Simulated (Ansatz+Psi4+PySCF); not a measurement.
Results of a calculation; reference values are marked as such.
Input for Psi4 1.11:

```
molecule {
1 2
C -0.047130 0.664390 0.000000
O -0.047130 -0.758550 0.000000
H -1.092990 0.969790 0.000000
H 0.878530 -1.048460 0.000000
H 0.437150 1.080380 0.891770
H 0.437150 1.080380 -0.891770
}

set basis cc-pVTZ
set reference rohf
set scf_type pk
energy('scf')
```

The input is written out from the run's settings.

Output:

```
Converged                                                          : yes
Total energy                                                       : -114.72810 hartree
Spin squared of the determinant                                    : 0.750
Occupied orbitals by symmetry in an Abelian subgroup (alpha; beta) : 7 Ap 2 App; 7 Ap 1 App
```
